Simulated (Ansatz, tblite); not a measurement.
# The cluster Ag2Au4+: one state, many levels

One table from this session's results is given with a row withheld; the runs are named, their logs left out.

Computed with Ansatz 0.2.0, Gaussian basis. Level: as each input shows.

Plan: GFN1-xTB, GFN2-xTB, PBE-D4/def2-TZVP, r2SCAN-D4/def2-TZVP, r2SCANh-D4/def2-TZVP, BLYP-D4/def2-TZVP, PBE-D4/def2-SVP, PBE0-D4/def2-SVP, MP2/def2-TZVP, RPA/def2-TZVP.

7 further runs of the same task are left out: 5 that didn't finish, 2 set aside as unsound or not needed. Runs told in other sessions of the task aren't counted.

### The geometry

The doublet was relaxed beforehand with PBE-D4/def2-SVP. At that level it is the lowest of the isomers that a small search found.

6 atoms, charge 1, spin multiplicity 2.

Bond lengths: Au1–Au2 2.645 Å, Au1–Au4 2.695 Å, Au2–Au3 2.685 Å, Au2–Au4 2.773 Å, Au2–Ag5 2.817 Å, Au2–Ag6 2.705 Å, Au3–Ag5 2.804 Å, Au3–Ag6 2.738 Å, Au4–Ag5 2.770 Å. Angles: Au2–Au1–Au4 62.5°, Au1–Au2–Au3 179.8°, Au1–Au2–Au4 59.6°, Au1–Au2–Ag5 119.0°, Au1–Au2–Ag6 118.7°, Au3–Au2–Au4 120.6°, Au3–Au2–Ag5 61.2°, Au3–Au2–Ag6 61.1°, Au4–Au2–Ag5 59.4°, Au4–Au2–Ag6 178.3°, Ag5–Au2–Ag6 122.3°, Au2–Au3–Ag5 61.7°, Au2–Au3–Ag6 59.8°, Ag5–Au3–Ag6 121.5°, Au1–Au4–Au2 57.8°, Au1–Au4–Ag5 118.9°, Au2–Au4–Ag5 61.1°, Au2–Ag5–Au3 57.1° and more.

Ag, Au take a core potential in the def2 sets. No spin-orbit coupling is included. The ion is computed in the gas phase, without counter-ions or solvent.

PBE0-D4/def2-TZVP was run before; its log isn't repeated, and its numbers join the tables.

Set-up of the first run:

Tight binding, by tblite at 300 K electronic temperature and without a spin-polarisation term:

```python
tblite.interface.Calculator('GFN1-xTB', numbers, positions, charge=1, uhf=1).singlepoint()
```

Tight binding, by tblite at 300 K electronic temperature and without a spin-polarisation term:

```python
tblite.interface.Calculator('GFN2-xTB', numbers, positions, charge=1, uhf=1).singlepoint()
```

start.molden holds the orbitals of an earlier run on this state, given as this run's starting guess.

in.yaml reads:

```yaml
crystal:
  periodic: [false, false, false]
  atoms:
    - {symbol: Au, position_ang: [-2.749288, -0.891312, 0.095445]}
    - {symbol: Au, position_ang: [-0.143767, -0.442607, 0.020428]}
    - {symbol: Au, position_ang: [2.503063, 0.002092, -0.053992]}
    - {symbol: Au, position_ang: [-1.931814, 1.676469, 0.036364]}
    - {symbol: Ag, position_ang: [0.782433, 2.215516, -0.094211]}
    - {symbol: Ag, position_ang: [1.539363, -2.560167, -0.004025]}
basis:
  gaussian: {orbitals: def2-TZVP, initial_orbitals: start.molden}
total_charge: 1
magnetization: {spin_polarized: true, initial_magnetization: 1}
hamiltonian: {xc: pbe, dispersion: d4}
scf: {omitted_lower_state_checks: [starts]}
output: {forces: true, orbitals: {seedname: orbitals}}
```

Started as:

```console
$ ansatz run in.yaml --threads 4 --pin off --events-out ev --progress --plain --max-ram 4787MiB
```

Among the steps run: PBE-D4/def2-TZVP; r2SCAN-D4/def2-TZVP; r2SCANh-D4/def2-TZVP; BLYP-D4/def2-TZVP; PBE-D4/def2-SVP; PBE0-D4/def2-SVP; MP2/def2-TZVP; RPA/def2-TZVP.

One of the session's tables, all rows but one given; the rest of the session is left out.

It belongs to the step «Levels side by side». 

| level | HOMO (eV) | LUMO (eV) | gap (eV) |
| --- | --- | --- | --- |
| PBE-D4/def2-SVP | -9.32 | -9.06 | 0.26 |
| PBE-D4/def2-TZVP | -9.34 | -9.08 | 0.26 |
| BLYP-D4/def2-TZVP | ? | ? | ? |
| r2SCAN-D4/def2-TZVP | -9.33 | -8.85 | 0.49 |
| r2SCANh-D4/def2-TZVP | -9.50 | -8.53 | 0.97 |
| PBE0-D4/def2-SVP | -9.67 | -8.16 | 1.51 |
| PBE0-D4/def2-TZVP | -9.69 | -8.17 | 1.53 |

Estimate the missing values for BLYP-D4/def2-TZVP.

As computed: HOMO (eV): -9.25; LUMO (eV): -9.05; gap (eV): 0.20. In the column «HOMO (eV)» it is the highest.
